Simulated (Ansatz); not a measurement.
# MgSiH (quartet): wave-function methods side by side at scale of all distances = 1.721, 6-31G

Aim: climb from Hartree-Fock through coupled cluster and multireference methods for MgSiH (quartet) at one geometry and basis, and see what each rung misses.

The runs use Ansatz 0.2.0, Gaussian basis; 6-31G, core rule «outside noble gas», up to 10 orbitals frozen.

Plan: UHF; CCSD(T) on ROHF; CCSD(T) on UHF; BCCD(T) on ROHF; CISD; CCSDT(Q) on ROHF; CCSDT(Q) on UHF; CISDTQ; CCSDTQ on ROHF; CCSDTQ on UHF; CASSCF and MRCISD+Q, 5 electrons in 5 orbitals; CASSCF and NEVPT2, 5 electrons in 5 orbitals; CASSCF and MRCISD+Q, 7 electrons in 9 orbitals; CASSCF and NEVPT2, 7 electrons in 9 orbitals; Full CI.

14 further runs of the same task are left out: 10 that didn't finish, 4 set aside as unsound or not needed.

## Step 1: The system

The geometry derives from a PBE0/def2-TZVP stationary point (not a proven minimum). All distances are scaled together.

3 atoms, charge 0, spin multiplicity 4.

Atoms are counted from 1 here; the program's logs count them from 0.

No contacts short enough for the rule that draws bonds.

## Step 2: UHF

in.yaml reads:

```yaml
crystal:
  periodic: [false, false, false]
  atoms:
    - {symbol: Si, position_ang: [0.000000, 0.000000, 0.563685]}
    - {symbol: Mg, position_ang: [0.000000, 0.000000, -3.703018]}
    - {symbol: H, position_ang: [0.000000, 0.000000, 3.139333]}
basis:
  gaussian: {orbitals: 6-31G}
magnetization: {spin_polarized: true, initial_magnetization: 3}
hamiltonian: {xc: hf}
output: {orbitals: {seedname: orbitals}}
```

On the command line:

```sh
$ ansatz run in.yaml --threads 1 --pin off --events-out ev --progress --plain --max-ram 2393MiB
```

Further steps of the session: CCSD(T) on ROHF; CCSD(T) on UHF; BCCD(T) on ROHF; CISD; CCSDT(Q) on ROHF; CCSDT(Q) on UHF; CISDTQ; CCSDTQ on ROHF; CCSDTQ on UHF; CASSCF and MRCISD+Q, 5 electrons in 5 orbitals; CASSCF and NEVPT2, 5 electrons in 5 orbitals; CASSCF and MRCISD+Q, 7 electrons in 9 orbitals; CASSCF and NEVPT2, 7 electrons in 9 orbitals; Full CI.

Before running them: what should the planned runs give, taken together? Wanted: FCI from the RHF energy; RMP2 from FCI; UMP2 from FCI; RCCSD from FCI; RCCSD(T) from FCI; UCCSD(T) from FCI; RCCSDT(Q) from FCI; UCCSDT(Q) from FCI; NEVPT2 pair from FCI.

The runs gave:

| quantity | value |
| --- | --- |
| FCI from the ROHF energy | -1.6087 eV |
| RMP2 from FCI | +15.32 kcal/mol |
| UMP2 from FCI | +15.26 kcal/mol |
| RCCSD from FCI | +0.32 kcal/mol |
| RCCSD(T) from FCI | +0.12 kcal/mol |
| UCCSD(T) from FCI | +0.12 kcal/mol |
| RCCSDT(Q) from FCI | 0.00 kcal/mol |
| UCCSDT(Q) from FCI | 0.00 kcal/mol |
| NEVPT2 pair from FCI | +11.97 kcal/mol |
| MRCISD+Q pair from FCI | -1.44 kcal/mol |
| NEVPT2 valence from FCI | +3.33 kcal/mol |
| levels within 1 kcal/mol (43 meV) | RCCSD, UCCSD, RCCSD(T), UCCSD(T), BCCD(T), RCCSDT, UCCSDT, CISDTQ, RCCSDT(Q), UCCSDT(Q), RCCSDTQ, UCCSDTQ, MRCISD valence, MRCISD+Q valence |
| T1 diagnostic | 0.021 |
| effectively unpaired electrons | 3.12 |

What this shows: RCCSD(T) lands +0.12 kcal/mol from the yardstick (0.3 % of the correlation energy). MRCISD+Q pair falls below full CI: the +Q correction isn't variational, and the cores differ from full CI's. One determinant dominates. Of the multireference levels listed MRCISD+Q valence comes nearest in total energy (+0.15 kcal/mol), which doesn't show that its space is the better one. These misses are within one basis, not against nature; the frozen cores of restricted and unrestricted runs differ, which can shift their rows.

Levels on UHF freeze UHF's core orbitals, full CI those of ROHF, so the U rows can settle a little off it for that reason alone.

With open shells the CI space here admits some triples and quadruples, so it is larger than plain CISD.
